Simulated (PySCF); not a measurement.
**Worked example: HNAl⁺, triplet against HNAl, quartet**

Geometry (PBE0/def2-TZVP stationary point of a quartet), kept for both states (HNAl, quartet: A''; HNAl⁺, triplet: A''):

```xyz
3

Al    0.0000   -0.0319    0.6899
N     0.0000    0.1209   -1.2129
H     0.0000   -0.8261   -1.6143
```

Basis 6-31G; PySCF 2.14.0. Only valence electrons are correlated (noble-gas cores frozen). R marks a restricted (for open shells ROHF) determinant, U an unrestricted one.

Full CI is exact within this basis and frozen core; it isn't the basis-set limit. The frozen core follows each run's orbitals, which can shift R against U totals by a few meV.

Unrestricted rows (U, and Kohn–Sham where it breaks symmetry) aren't spin-pure: their determinants' ⟨S²⟩ exceeds S(S+1) by up to 0.13, so they mix in states of higher spin.

| level | E(HNAl, quartet) (hartree) | E(HNAl⁺, triplet) (hartree) |
| --- | --- | --- |
| UHF | -296.781538 | -296.584836 |
| UMP2 | -296.878284 | -296.671795 |
| UCCSD(T) | -296.898809 | -296.702873 |
| PBE | -297.368602 | -297.152315 |
| r2SCAN | -297.514455 | -297.294345 |
| full CI | -296.899715 | -296.703829 |

Task: Give the vertical gap, HNAl⁺ triplet less HNAl quartet, at each level in eV (1 hartree = 27.2114 eV), and each error against full CI.

Result: full CI: (-296.703829 − (-296.899715)) × 27.2114 = 5.330 eV (the reference)
r2SCAN: (-297.294345 − (-297.514455)) × 27.2114 = 5.990 eV, error 0.660 eV
PBE: (-297.152315 − (-297.368602)) × 27.2114 = 5.885 eV, error 0.555 eV
UCCSD(T): (-296.702873 − (-296.898809)) × 27.2114 = 5.332 eV, error 0.002 eV
UMP2: (-296.671795 − (-296.878284)) × 27.2114 = 5.619 eV, error 0.289 eV
UHF: (-296.584836 − (-296.781538)) × 27.2114 = 5.353 eV, error 0.023 eV

Total energies of functionals can't be set beside those of wave-function methods, since they hold the core's correlation and their own absolute errors; only the differences compare.

The set has no polarisation functions, so the order and spacing of states can differ from the basis-set limit.

In so small a basis the reference is far from its limit while semilocal and hybrid functionals are nearer theirs, so the functionals' errors here hold much of the reference's basis and frozen-core error, which can add to them or hide them.

Each level lands on the state that its own search finds. T1 diagnostics of restricted CCSD: 0.045 and 0.087.
